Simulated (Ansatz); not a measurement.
# hcp against bcc along the alkali metals

All numbers below come from Ansatz, DFT, BLYP, plane waves (420 eV) with PAW, scalar-relativistic. (PAW data from PBE, frozen cores regenerated.)

Each structure is relaxed within its symmetry, in the lowest magnetic state of the tried starts. Differences under about 8 meV lie within the error of the k-point mesh.

```csv
element,E(hcp) − E(bcc) (meV/atom),V(hcp) (Å³/atom),V(bcc) (Å³/atom),state of hcp,state of bcc
Li,-2,20.05,20.04,spin not included,spin not included
Na,-2,37.47,37.25,spin not included,spin not included
K,-2,75.93,75.43,spin not included,spin not included
Rb,-4,95.68,95.42,spin not included,spin not included
Cs,?,?,?,?,?
```

Q: Fill in the row of Cs.

A: E(hcp) − E(bcc) (meV/atom): -5; V(hcp) (Å³/atom): 124.87; V(bcc) (Å³/atom): 124.28; state of hcp: spin not included; state of bcc: spin not included.
